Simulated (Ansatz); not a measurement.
Relaxation of CH₃FS₂ (7 atoms, charge 0, multiplicity 1), to a largest force component of 0.015 eV/Å in at most 40 steps.

Level of theory: RKS PBE-D4/def2-SVP in Ansatz 0.2.0.

```xyz
7
Properties=species:S:1:pos:R:3
F -1.012 -0.274 0.992
C -0.583 0.755 0.177
S 0.220 0.044 -1.274
S 1.766 -1.123 -0.386
H -1.421 1.362 -0.169
H 0.106 1.398 0.756
H 0.985 -2.231 -0.143
```

Task: Where does it end, and by what steps?

Result: The run converged. After 8 steps the energy has fallen by 0.079 eV; F1 moved furthest, 0.25 Å.

| step | energy less start (eV) | largest force component (eV/Å) | accepted |
| --- | --- | --- | --- |
| 0 | 0.0000 | 0.851 | yes |
| 1 | -0.0515 | 0.310 | yes |
| 2 | -0.0692 | 0.200 | yes |
| 3 | -0.0732 | 0.138 | yes |
| 4 | -0.0776 | 0.078 | yes |
| 5 | -0.0784 | 0.050 | yes |
| 6 | -0.0786 | 0.021 | yes |
| 7 | -0.0786 | 0.017 | yes |
| 8 | -0.0786 | 0.003 | yes |

```xyz
7
Properties=species:S:1:pos:R:3
F -1.248 -0.194 1.007
C -0.603 0.713 0.203
S 0.138 -0.040 -1.280
S 1.785 -1.045 -0.475
H -1.332 1.456 -0.197
H 0.190 1.227 0.787
H 1.131 -2.185 -0.091
```

Whether the end is a true minimum wasn't checked by a vibrational analysis.

Run time: 10 s on 1 thread of AMD EPYC 9R45 96-Core Processor (Zen 5), on a shared host, peak memory 0.16 GiB.
